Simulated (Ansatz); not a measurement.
A calculation with Ansatz (development build ahead of 0.2.0).

```yaml
crystal:
  periodic: [false, false, false]
  atoms:
    - { symbol: C, position_ang: [0.36406, 0.21272, -0.03431] }
    - { symbol: O, position_ang: [0.6602, -0.87066, 0.31593] }
    - { symbol: O, position_ang: [-0.86994, 0.62852, -0.23235] }
    - { symbol: H, position_ang: [1.07787, 1.01583, -0.24289] }
    - { symbol: H, position_ang: [-1.47431, -0.08132, -0.04464] }
basis:
  gaussian: { orbitals: def2-SVP }
total_charge: 1
magnetization:
  spin_polarized: true
  initial_magnetization: 1
hamiltonian:
  xc: pbe0
output:
  forces: true
```

The input is written out in the form of the current development build from the run's settings.

Results

- Converged: yes
- Total energy: -188.99973 hartree
- Spin squared of the determinant: 0.756
- Stability test: minimum

Forces (eV/Å):
```json
{"atom": "C1", "Fx": "-3.519", "Fy": "4.745", "Fz": "-1.672"}
{"atom": "O2", "Fx": "1.422", "Fy": "-4.000", "Fz": "1.317"}
{"atom": "O3", "Fx": "2.470", "Fy": "0.001", "Fz": "0.144"}
{"atom": "H4", "Fx": "1.128", "Fy": "0.254", "Fz": "-0.014"}
{"atom": "H5", "Fx": "-1.502", "Fy": "-1.000", "Fz": "0.225"}
```
